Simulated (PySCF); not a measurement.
Core binding energy against partial charge

Species: 2-methyl-2-butene, C₅H₁₀.
SMILES with atom numbers: `[CH3:1][CH:2]=[C:3]([CH3:4])[CH3:5]`

Structure used (PBE0-D3(BJ)/def2-SVP), in Å, numbered top down from 1:
```
atom  x, y, z in Å
C1     1.9749   -0.5248   -0.5440
C2     0.7466    0.3172   -0.6502
C3    -0.4047    0.1985    0.0314
C4    -0.6761   -0.8552    1.0638
C5    -1.5406    1.1510   -0.2049
H6     2.2531   -0.9428   -1.5261
H7     1.8642   -1.3648    0.1553
H8     2.8372    0.0767   -0.2087
H9     0.8070    1.1381   -1.3763
H10   -1.5540   -1.4600    0.7784
H11   -0.9216   -0.3932    2.0355
H12    0.1680   -1.5386    1.2206
H13   -1.3047    1.8861   -0.9874
H14   -2.4555    0.6109   -0.5044
H15   -1.7939    1.7018    0.7177
```

Binding energies: delta-SCF UKS SCAN, pcX-2 on the ionised atom, pcseg-1 elsewhere, spin-free X2C in PySCF 2.14.0. Charges: PBE0/pcSseg-1 ground-state density, for the ionised atom.

| atom | environment | C 1s (eV) | Mulliken (e) | IAO (e) | Hirshfeld (e) | ESP (e) |
| --- | --- | --- | --- | --- | --- | --- |
| C2 | alkene CH carbon | 289.74 | -0.153 | -0.167 | -0.060 | -0.215 |
| C3 | fully substituted alkene carbon | 290.10 | -0.418 | +0.013 | +0.004 | +0.275 |
| C5 | allylic carbon | 290.51 | -0.182 | -0.411 | -0.117 | -0.735 |
| C1 | allylic carbon | 290.53 | -0.223 | -0.414 | -0.117 | -0.299 |
| C4 | allylic carbon | 290.55 | -0.180 | -0.416 | -0.116 | -0.442 |

**Question.** Give the correlation coefficient and slope of binding energy on charge for each scheme.

**Answer.** Mulliken: r = 0.11, slope 0.4 eV per e; ESP: r = -0.54, slope -0.5 eV per e; Hirshfeld: r = -0.69, slope -4.6 eV per e; IAO: r = -0.76, slope -1.4 eV per e. On 5 points no scheme stands out.

**Question.** The point-charge model writes a binding energy as kq + V + constant, with V the potential of the other atoms' charges at the site. What does it give with the Mulliken charges?

**Answer.** V = Σ 14.40 eV Å × q/r over all other atoms: -1.80 eV at C2, +0.62 eV at C3, +1.18 eV at C5, +2.65 eV at C1, +1.28 eV at C4. Fitting binding energy − V to q gives k = 2.8 eV per e and leaves an rms residual of 1.14 eV, against 0.32 eV for the fit on q alone. The model has no term for differences in relaxation between sites.

Isolated species at its PBE0-D3(BJ)/def2-SVP geometry, gas phase.
